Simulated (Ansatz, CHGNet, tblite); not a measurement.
## How well does each level of theory give the equilibrium lattice constant a of wurtzite CdSe?

Reference value: 4.298 Å (measured, temperature not stated, no zero-point or thermal correction; as tabulated in PVEducation, CdSe (wurtzite), citing its ref. 1).

**Question.** What do GFN2-xTB, CHGNet 0.3.0, PBE, r²SCAN, r²SCANh give, and how far is each from the reference?

**Answer.** 
| level (code) | value (Å) | difference (%) |
|---|---|---|
| GFN2-xTB (tblite) | 4.460 | +3.77 |
| CHGNet 0.3.0 | 4.378 | +1.86 |
| PBE (Ansatz) | 4.383 | +1.98 |
| r²SCAN (Ansatz) | 4.340 | +0.98 |
| r²SCANh (Ansatz) | 4.333 | +0.81 |

Closest of the ranked levels: r²SCANh (+0.81 %). Among them GFN2-xTB (+3.77 %) misses by most. All 5 levels lie above the reference.

The measured value isn't corrected to a static lattice, so vibrations enter the comparison.  GFN2-xTB: the method was fitted mainly to molecules. GFN2-xTB: the run uses a supercell at the zone centre in place of a k mesh. Cutoffs and k meshes differ between the levels. Ansatz's density-functional and Hartree–Fock values are scalar-relativistic unless marked +SOC, with PAW data made under PBE.

Machine-learned potentials (CHGNet 0.3.0) are trained on DFT data: a solid inside that data is no test of them.

Differences are worked out from the printed values.

Ansatz is an electronic-structure program.
